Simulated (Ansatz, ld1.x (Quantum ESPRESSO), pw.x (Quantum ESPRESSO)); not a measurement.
## nitrogen: does the RRKJ potential hold in the solid?

- Element: N (Z = 7)
- Generator: ld1.x (Quantum ESPRESSO) 7.5
- Type: norm-conserving RRKJ (Kleinman–Bylander form)
- Functional: LDA (PW92)
- Relativity: scalar-relativistic
- Frozen core: [He]
- Valence charge: 5
- Reference configuration: 2s2 2p3
- Partial waves: 2p (bound): rc 1.25 bohr; 3d channel at -0.1 Ry: rc 1.05 bohr; 2s (bound): rc 1.00 bohr
- Local potential: the s channel
- Core correction: a·sin(br)/r model core, default radius (core density twice the valence density)
- rho0: 0.001

Atomic tests: cutoffs needed: 70 Ry and 140 Ry (the cutoffs (Ry, on a coarse ladder) from which the occupation-weighted sum of valence levels, in a spherical-Bessel basis at the reference potential, stays within 10 and 1 mRy of its value at 400 Ry); ghost test: no extra level below or beside the all-electron valence levels (p, d, s, f tested) (spherical-Bessel basis up to 400 Ry, 20 bohr box); largest excitation error: +315 meV (all-electron minus pseudo) for 2s2 2p0, out of 7 test configurations.

Crystal test: fcc N in pw.x 7.5, no spin, 18³ k-points, Fermi–Dirac smearing 0.01 Ry, cutoffs 170/680 Ry. The reference is all-electron LAPW (Ansatz 0.2.0) with the same functional, mesh and smearing; V0 and B0 come from Birch–Murnaghan fits to the pressures at five volumes. Errors are pseudo minus all-electron; Δ is the rms difference of the E(V) curves that follow from these fits, minima aligned, over ±6 % about the mean V0. Mesh and smearing are coarse, so the numbers serve the comparison and aren't converged zero-temperature values; the lattice is a test structure that the element need not adopt. Spin polarisation is left out.

All-electron: a0 = 3.046 Å (V0 = 7.06 Å³/atom), B0 = 220.9 GPa.

Problem. How far does the potential miss the all-electron equation of state?

Solution. mean pressure error (GPa): +0.21; a0 (Å): 3.047; a0 error (%): +0.03; B0 error (%): -0.2; Δ (meV/atom): 0.3.

```tsv
V (Å³/atom)	P all-electron (GPa)	P pseudo (GPa)
6.716	12.35	12.59
6.892	5.69	5.90
7.069	-0.19	0.03
7.246	-5.36	-5.16
7.422	-9.91	-9.72
```

Problem. At the middle volume, how do free energy and pressure move when the wave cutoff is lowered (ecutrho kept at four times it)?

Solution.

```json
{"cutoff (Ry)": "76", "shift of F (meV/atom)": "+78.1", "shift of P (GPa)": "-1.98"}
{"cutoff (Ry)": "102", "shift of F (meV/atom)": "+37.9", "shift of P (GPa)": "-2.64"}
{"cutoff (Ry)": "136", "shift of F (meV/atom)": "+2.4", "shift of P (GPa)": "-0.73"}
```

Input at the middle volume:

```
&control
  calculation='scf', prefix='x', pseudo_dir='./', outdir='./tmp', tstress=.true., disk_io='none'
/
&system
  ibrav=0, nat=1, ntyp=1, ecutwfc=170, ecutrho=680, nbnd=9,
  occupations='smearing', smearing='fd', degauss=0.01
/
&electrons
  conv_thr=1e-09, mixing_beta=0.4, electron_maxstep=70
/
ATOMIC_SPECIES
N 1.0 N.UPF
CELL_PARAMETERS angstrom
  0.00000000 1.52326687 1.52326687
  1.52326687 0.00000000 1.52326687
  1.52326687 1.52326687 0.00000000
ATOMIC_POSITIONS crystal
N 0.0000 0.0000 0.0000
K_POINTS automatic
18 18 18 0 0 0
```

```bash
pw.x < N.scf.in > N.scf.out
```

Lines of the output:

```
Message from routine setup:
     using ibrav=0 with symmetry is DISCOURAGED, use correct ibrav instead
     lattice parameter (alat)  =       4.0709  a.u.
     unit-cell volume          =      47.7040 (a.u.)^3
     number of electrons       =         5.00
     number of Kohn-Sham states=            9
     kinetic-energy cutoff     =     170.0000  Ry
     charge density cutoff     =     680.0000  Ry
     scf convergence threshold =      1.0E-09
     Exchange-correlation= PW
     number of k points=   195  Fermi-Dirac smearing, width (Ry)=  0.0100
     iteration #  1     ecut=   170.00 Ry     beta= 0.40
     total energy              =     -21.00086945 Ry
     estimated scf accuracy    <       0.00044489 Ry
     iteration #  2     ecut=   170.00 Ry     beta= 0.40
     total energy              =     -21.00085775 Ry
     estimated scf accuracy    <       0.00009804 Ry
     iteration #  3     ecut=   170.00 Ry     beta= 0.40
     total energy              =     -21.00086791 Ry
     estimated scf accuracy    <       0.00000476 Ry
     iteration #  4     ecut=   170.00 Ry     beta= 0.40
     total energy              =     -21.00086801 Ry
     estimated scf accuracy    <          1.6E-09 Ry
     iteration #  5     ecut=   170.00 Ry     beta= 0.40
     the Fermi energy is     9.1490 ev
!    total energy              =     -21.00086801 Ry
     estimated scf accuracy    <          2.8E-10 Ry
     smearing contrib. (-TS)   =      -0.00290900 Ry
     The total energy is F=E-TS. E is the sum of the following terms:
     one-electron contribution =       3.58219505 Ry
     hartree contribution      =       1.61151996 Ry
     xc contribution           =      -6.28212492 Ry
     ewald contribution        =     -19.90954911 Ry
     convergence has been achieved in   5 iterations
          total   stress  (Ry/bohr**3)                   (kbar)     P=        0.26
     Message from routine punch:
     Nothing written, as per user request (disk_io='none')
```

The run at the middle volume (195 k-points, 5 iterations) took about 32 s on one core of a shared host (Neoverse-V1, 32 threads, 247 GiB, load 24).
